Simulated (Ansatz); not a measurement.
# C3H7FO: a ladder of functionals and wavefunction methods

One table from this session's results is given with a row withheld; the runs are named, their logs left out.

Method: functionals in def2-TZVPP, the program's frozen cores in correlated methods; program: Ansatz 0.2.0, Gaussian basis.

Plan: LDA (SPW92), PBE-D4, revPBE-D4, BLYP-D4, r2SCAN-D4, B97M-V, PBE0-D4, B3LYP-D4, r2SCANh-D4, r2SCAN0-D4, HSE06-D4, BHLYP-D4, CAM-B3LYP-D4, LC-ωPBE, ωB97X-V, ωB97M-V, B2PLYP, PBE-QIDH; CCSD(T)/def2-SVP; CCSD(T)/def2-TZVPP; MP2/def2-QZVPP; extrapolation to the limit; RPA on PBE.

## The relaxed structure

All runs share one geometry, relaxed beforehand with PBE0-D4 in a triple-zeta def2 set.

SMILES `CCC(O)F`, 12 atoms, charge 0, spin multiplicity 1.

Atoms are counted from 1 here; the program's logs count them from 0.

Bond lengths: C1–C2 1.518 Å, C1–H6 1.091 Å, C1–H7 1.094 Å, C1–H8 1.091 Å, C2–C3 1.505 Å, C2–H9 1.094 Å, C2–H10 1.093 Å, C3–O4 1.376 Å, C3–F5 1.390 Å, C3–H11 1.099 Å, O4–H12 0.961 Å. Angles: C2–C1–H6 110.8°, C2–C1–H7 111.3°, C2–C1–H8 111.0°, H6–C1–H7 107.6°, H6–C1–H8 108.2°, H7–C1–H8 107.9°, C1–C2–C3 112.6°, C1–C2–H9 111.0°, C1–C2–H10 110.9°, C3–C2–H9 107.3°, C3–C2–H10 107.5°, H9–C2–H10 107.4°, C2–C3–O4 109.5°, C2–C3–F5 109.1°, C2–C3–H11 111.9°, O4–C3–F5 109.4°, O4–C3–H11 111.6°, F5–C3–H11 105.3° and more.

The first run:

File in.yaml:

```yaml
crystal:
  periodic: [false, false, false]
  atoms:
    - {symbol: C, position_ang: [-0.927204, 1.003310, 0.520684]}
    - {symbol: C, position_ang: [0.307406, 0.635984, -0.282747]}
    - {symbol: C, position_ang: [0.696993, -0.807981, -0.115969]}
    - {symbol: O, position_ang: [-0.281773, -1.612231, -0.654134]}
    - {symbol: F, position_ang: [1.896394, -1.035249, -0.779870]}
    - {symbol: H, position_ang: [-1.174299, 2.058245, 0.389859]}
    - {symbol: H, position_ang: [-0.771645, 0.830797, 1.589511]}
    - {symbol: H, position_ang: [-1.787685, 0.410760, 0.206559]}
    - {symbol: H, position_ang: [0.145499, 0.808280, -1.350767]}
    - {symbol: H, position_ang: [1.163877, 1.243686, 0.019886]}
    - {symbol: H, position_ang: [0.895568, -1.061043, 0.935336]}
    - {symbol: H, position_ang: [-0.086131, -2.529758, -0.444348]}
basis:
  gaussian: {orbitals: def2-TZVPP}
hamiltonian: {xc: lda}
output: {orbitals: {seedname: orbitals}}
```

The run is started by

```
$ ansatz run in.yaml --threads 4 --pin off --events-out ev --progress --plain --max-ram 10444MiB
```

Steps of the session up to this table: LDA; PBE-D4 (GGA); revPBE-D4 (GGA); BLYP-D4 (GGA); r2SCAN-D4 (meta-GGA); B97M-V (meta-GGA); PBE0-D4 (hybrid); B3LYP-D4 (hybrid); r2SCANh-D4 (hybrid); r2SCAN0-D4 (hybrid); HSE06-D4 (hybrid); BHLYP-D4 (hybrid); CAM-B3LYP-D4 (range-separated); LC-ωPBE (range-separated); ωB97X-V (range-separated); ωB97M-V (range-separated); B2PLYP (double hybrid); PBE-QIDH (double hybrid).

One table of the session follows, with a row left open; its other results are not shown here.

It belongs to the step «Orbital energies across the functionals». 

```
  functional  HOMO (eV)  LUMO (eV)  gap (eV)
 LDA (SPW92)      -7.29       0.00      7.29
      PBE-D4      -7.13       0.12      7.25
   revPBE-D4      -7.07       0.17      7.24
     BLYP-D4      -7.08       0.04      7.12
   r2SCAN-D4      -7.50       0.92      8.42
      B97M-V      -7.67       0.37      8.04
     PBE0-D4      -8.83       0.99      9.81
    B3LYP-D4      -8.61       0.59      9.19
  r2SCANh-D4      -8.13       1.17      9.30
  r2SCAN0-D4      -9.08       1.53     10.60
    HSE06-D4      -8.41       0.62      9.04
    BHLYP-D4          ?          ?         ?
CAM-B3LYP-D4     -10.36       1.71     12.07
     LC-ωPBE     -11.67       3.07     14.74
     ωB97X-V     -11.35       2.89     14.24
     ωB97M-V     -11.27       2.40     13.67
```

Q: Estimate the row for BHLYP-D4 from the others.

Worked estimate for «HOMO (eV)». Against the share of exact exchange, BLYP-D4 (0, -7.08), B3LYP-D4 (0.2, -8.61) give a slope of -7.65 per unit share; at 0.5 the line stands at -10.90.

**Answer.** HOMO (eV): -10.48; LUMO (eV): 1.57; gap (eV): 12.05. In «HOMO (eV)» the line misses by -0.42.
